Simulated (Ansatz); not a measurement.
**[CH₃···H···F], doublet along the distance C1-H5**

Starting geometry:

```tsv
atom	x (Å)	y (Å)	z (Å)
C	-1.2150	0.0000	0.0000
H	-1.5782	1.0273	0.0000
H	-1.5782	-0.5137	0.8897
H	-1.5782	-0.5137	-0.8897
H	-0.1254	0.0000	0.0000
F	1.0260	0.0000	0.0000
```

From there H5 is moved from one fragment to the other while all else, the fragments' distance too, stays fixed; atoms are numbered as listed. Energies are in kcal/mol, counted from the starting geometry at the same level.

Basis cc-pVDZ; Ansatz 0.2.0. Only valence electrons are correlated (noble-gas cores frozen). Prefix R: restricted or restricted open-shell reference; prefix U: unrestricted. Active spaces: valence = (15e, 12o) chosen from the atoms' valence shells.

For open shells CISD is restricted-active-space CI with the open shells as a complete middle space. Runs in a small pair space aren't shown, since their orbitals change along the scan.

Full CI isn't at hand for all of this; UCCSDT(Q) serves as the reference, and is uncertain by about the last step of the cluster series. The frozen core follows each run's orbitals, which can shift R against U totals by a few meV.

```json
{"distance C1-H5 (Å)": "1.090", "UCCSDT(Q)": "0.0", "error UHF": "0.0", "error CISD": "0.0", "error UCCSD": "0.0", "error RCCSD(T)": "0.0", "error RCCSDT": "0.0", "error NEVPT2 (valence space)": "0.0"}
{"distance C1-H5 (Å)": "1.126", "UCCSDT(Q)": "-2.4", "error UHF": "1.6", "error CISD": "-0.3", "error UCCSD": "0.1", "error RCCSD(T)": "0.0", "error RCCSDT": "0.0", "error NEVPT2 (valence space)": "-0.7"}
{"distance C1-H5 (Å)": "1.197", "UCCSDT(Q)": "-6.2", "error UHF": "2.6", "error CISD": "-0.6", "error UCCSD": "0.0", "error RCCSD(T)": "0.1", "error RCCSDT": "0.0", "error NEVPT2 (valence space)": "-1.8"}
{"distance C1-H5 (Å)": "1.269", "UCCSDT(Q)": "-8.6", "error UHF": "1.3", "error CISD": "-1.3", "error UCCSD": "-0.2", "error RCCSD(T)": "0.0", "error RCCSDT": "0.0", "error NEVPT2 (valence space)": "-2.3"}
{"distance C1-H5 (Å)": "1.341", "UCCSDT(Q)": "-7.9", "error UHF": "-1.0", "error CISD": "-2.3", "error UCCSD": "-0.4", "error RCCSD(T)": "0.0", "error RCCSDT": "-0.1", "error NEVPT2 (valence space)": "-2.5"}
```

Errors are those of relative energies. In total energy the starting point itself misses UCCSDT(Q) by: UHF 234.4, CISD 24.3, UCCSD 4.8, RCCSD(T) 0.7, RCCSDT 0.4, NEVPT2 (valence space) 32.0 kcal/mol.

Spread of the error over the points with a reference, to 1.341 Å (largest less smallest): RCCSDT 0.1, RCCSD(T) 0.1, UCCSD 0.5, CISD 2.3, NEVPT2 (valence space) 2.5, UHF 3.6 kcal/mol.
